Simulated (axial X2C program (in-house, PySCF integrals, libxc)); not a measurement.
## Spectroscopic constants of LiF

Computed with an axial X2C code built on PySCF integrals. Spin-free means the one-electron spin-free X2C Hamiltonian; two-component (2c) means X2C with spin–orbit coupling and atomic mean-field two-electron Coulomb and Gaunt terms, so the difference of the two also holds small scalar two-electron terms. Basis: F dyall-av3z [7s6p3d2f], Li dyall-cv3z [7s8p2d] (cores contracted in-house); Gaussian nuclei, density fitting, unrestricted open shells. Masses: F 18.998 u, Li 7.016 u.

Input:
```json
{"zs": [9, 3], "q": 0, "bas": ["dyall-av3z", "dyall-cv3z"], "levels": ["PBE0", "HF", "r2SCAN0"], "cc": true, "r0": 1.97, "thr": -2.0, "nmax": 90, "npts": 10, "nst": 2, "ntry": 6}
```
```bash
python so2c.py task.json out
```

Keys: zs atomic numbers; q charge; bas basis sets; levels methods; cc coupled cluster on or off; r0 starting distance in Å; thr threshold in hartree for freezing inner shells (an s shell follows its p shell); nmax most natural virtual spinors; npts points on the curve; nst determinants followed; ntry starts of the search. HF also brings MP2.

State, spin-free: M_S = 0, Λ = 0 (closed shell); electrons by block: σα: 4, σβ: 4, π+α: 1, π+β: 1, π-α: 1, π-β: 1. Fragments: F + Li.

State, 2c: Ω = 0 (closed shell); electrons by block: 1/2: 5, -1/2: 5, 3/2: 1, -3/2: 1. Fragments: F + Li.

```json
{"Hamiltonian": "spin-free", "level": "PBE0", "Re (Å)": "1.561", "ωe (cm⁻¹)": "912.4", "ωexe (cm⁻¹)": "8.28", "Be (cm⁻¹)": "1.351", "De (eV)": "5.70", "D0 (eV)": "5.65", "k (mdyn/Å)": "2.51", "μ (D)": "6.20"}
{"Hamiltonian": "spin-free", "level": "HF", "Re (Å)": "1.554", "ωe (cm⁻¹)": "941.3", "ωexe (cm⁻¹)": "8.32", "Be (cm⁻¹)": "1.362", "De (eV)": "3.91", "D0 (eV)": "3.85", "k (mdyn/Å)": "2.67", "μ (D)": "6.41"}
{"Hamiltonian": "spin-free", "level": "MP2", "Re (Å)": "1.586", "ωe (cm⁻¹)": "879.3", "ωexe (cm⁻¹)": "7.77", "Be (cm⁻¹)": "1.307", "De (eV)": "6.13", "D0 (eV)": "6.08", "k (mdyn/Å)": "2.33", "μ (D)": "n/a"}
{"Hamiltonian": "spin-free", "level": "CCSD", "Re (Å)": "1.577", "ωe (cm⁻¹)": "898.9", "ωexe (cm⁻¹)": "7.89", "Be (cm⁻¹)": "1.324", "De (eV)": "5.72", "D0 (eV)": "5.66", "k (mdyn/Å)": "2.44", "μ (D)": "n/a"}
{"Hamiltonian": "spin-free", "level": "CCSD(T)", "Re (Å)": "1.581", "ωe (cm⁻¹)": "889.2", "ωexe (cm⁻¹)": "7.86", "Be (cm⁻¹)": "1.316", "De (eV)": "5.85", "D0 (eV)": "5.79", "k (mdyn/Å)": "2.39", "μ (D)": "n/a"}
{"Hamiltonian": "spin-free", "level": "r2SCAN0", "Re (Å)": "1.559", "ωe (cm⁻¹)": "919.0", "ωexe (cm⁻¹)": "8.3", "Be (cm⁻¹)": "1.353", "De (eV)": "5.62", "D0 (eV)": "5.56", "k (mdyn/Å)": "2.55", "μ (D)": "6.27"}
{"Hamiltonian": "2c", "level": "PBE0", "Re (Å)": "1.561", "ωe (cm⁻¹)": "912.2", "ωexe (cm⁻¹)": "8.28", "Be (cm⁻¹)": "1.35", "De (eV)": "5.70", "D0 (eV)": "5.64", "k (mdyn/Å)": "2.51", "μ (D)": "6.20"}
{"Hamiltonian": "2c", "level": "HF", "Re (Å)": "1.554", "ωe (cm⁻¹)": "941.1", "ωexe (cm⁻¹)": "8.32", "Be (cm⁻¹)": "1.362", "De (eV)": "3.89", "D0 (eV)": "3.83", "k (mdyn/Å)": "2.67", "μ (D)": "6.41"}
{"Hamiltonian": "2c", "level": "MP2", "Re (Å)": "1.587", "ωe (cm⁻¹)": "879.2", "ωexe (cm⁻¹)": "7.77", "Be (cm⁻¹)": "1.307", "De (eV)": "6.12", "D0 (eV)": "6.07", "k (mdyn/Å)": "2.33", "μ (D)": "n/a"}
{"Hamiltonian": "2c", "level": "CCSD", "Re (Å)": "1.577", "ωe (cm⁻¹)": "898.8", "ωexe (cm⁻¹)": "7.88", "Be (cm⁻¹)": "1.323", "De (eV)": "5.71", "D0 (eV)": "5.65", "k (mdyn/Å)": "2.44", "μ (D)": "n/a"}
{"Hamiltonian": "2c", "level": "CCSD(T)", "Re (Å)": "1.581", "ωe (cm⁻¹)": "889.0", "ωexe (cm⁻¹)": "7.86", "Be (cm⁻¹)": "1.316", "De (eV)": "5.83", "D0 (eV)": "5.77", "k (mdyn/Å)": "2.39", "μ (D)": "n/a"}
{"Hamiltonian": "2c", "level": "r2SCAN0", "Re (Å)": "1.559", "ωe (cm⁻¹)": "918.8", "ωexe (cm⁻¹)": "8.29", "Be (cm⁻¹)": "1.353", "De (eV)": "5.61", "D0 (eV)": "5.56", "k (mdyn/Å)": "2.55", "μ (D)": "6.27"}
```

Correlated methods: 8 electrons correlated (number of frozen shells: F 1 s; Li 1 s), 170 virtual spin orbitals or spinors in MP2, 82 natural virtuals in coupled cluster.

Dipoles are positive if Li is the positive end.

The state is a single determinant with fixed occupations, the lowest that a limited PBE0 search found. Closed shells are restricted here (equal orbitals for both partners); the stretched side of such a curve lies too high. De is counted from the lowest determinant-based energies of the atoms at the same level, without counterpoise correction. CCSD and (T) use frozen natural virtuals with an MP2 correction for the truncation; (T) itself is uncorrected, so its De runs slightly low. The 2c atoms are single determinants rather than J levels; their spin–orbit lowering is only partly caught, and De is too large by that part. This holds for PBE0, r2SCAN0. The functionals have no current-density term, which raises determinants with orbital currents, atoms included.

Rough cost a point (2c) on 1 thread(s) of a shared host, integrals apart: PBE0 0.12 s, CCSD(T) 1.3 s, r2SCAN0 0.21 s.

The whole task took 37 s on 1 thread of Arm Neoverse V1, with other jobs on the host.
